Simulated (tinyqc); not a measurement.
CISD on RHF in the sto-6g basis, frozen core, for LiH, spin multiplicity 1, step by step. One step of it, computed by the program tinyqc.

Problem. CISD: roots. Diagonalise (each vector has its largest component positive (the first on a tie)); all determinants have Ms = 0, so triplets appear too. The lowest singlet root is the correlation energy.

Occupation strings over the orbitals (2 doubly, a alpha, b beta, 0 empty; spin orbitals ordered 1a 1b 2a 2b ...): 220000 2ab000 2a000b 2ba000 2b000a 202000 20a00b 200200 200020 20b00a 200002

H - E(HF) between determinants (hartree), lower triangle:
```
           220000     2ab000     2a000b     2ba000     2b000a     202000     20a00b    200200
220000   0.000000
2ab000   0.000000   0.149324
2a000b   0.000000   0.016108   0.478533
2ba000   0.000000  -0.012973   0.034470   0.149324
2b000a   0.000000   0.034470  -0.126138   0.016108   0.478533
202000   0.012973   0.056546   0.009185  -0.056546  -0.009185   0.680877
20a00b  -0.034470   0.009185   0.005874   0.140132   0.031230   0.102247   0.679848
200200   0.022591   0.019113  -0.019550  -0.019113   0.019550   0.041433  -0.013863  0.661674
200020   0.022591   0.019113  -0.019550  -0.019113   0.019550   0.041433  -0.013863  0.016875
20b00a   0.034470   0.140132   0.031230   0.009185   0.005874  -0.102247  -0.025506  0.013863
200002   0.126138  -0.031230   0.004956   0.031230  -0.004956   0.025506   0.023575  0.020128

          200020     20b00a    200002
200020  0.661674
20b00a  0.013863   0.679848
200002  0.020128  -0.023575  0.988582
```

Give: lowest roots of this matrix, relative to E(HF); lowest vectors; <S^2> of these roots; weight of the ground state by excitation level 0, 1, 2, ....

Solution.

lowest roots of this matrix, relative to E(HF) (hartree): -0.0215  0.0904  0.1074  0.3515  0.5345  0.6204  0.6448  0.7012

lowest vectors:
```
         root 1   root 2   root 3   root 4
220000   0.9857   0.0000  -0.0774   0.0000
2ab000   0.0401   0.6775   0.6674   0.0774
2a000b   0.0036  -0.1064   0.0350   0.6920
2ba000  -0.0401   0.6775  -0.6674   0.0774
2b000a  -0.0036  -0.1064  -0.0350   0.6920
202000  -0.0354   0.0000  -0.1924   0.0000
20a00b   0.0620  -0.1724   0.1730  -0.1229
200200  -0.0258   0.0000  -0.0188   0.0000
200020  -0.0258   0.0000  -0.0188   0.0000
20b00a  -0.0620  -0.1724  -0.1730  -0.1229
200002  -0.1216   0.0000   0.0552   0.0000
```

<S^2> of these roots: 0.0000  2.0000  0.0000  2.0000  0.0000  0.0000  0.0000  2.0000

weight of the ground state by excitation level 0, 1, 2, ...: 0.9717  0.0032  0.0251
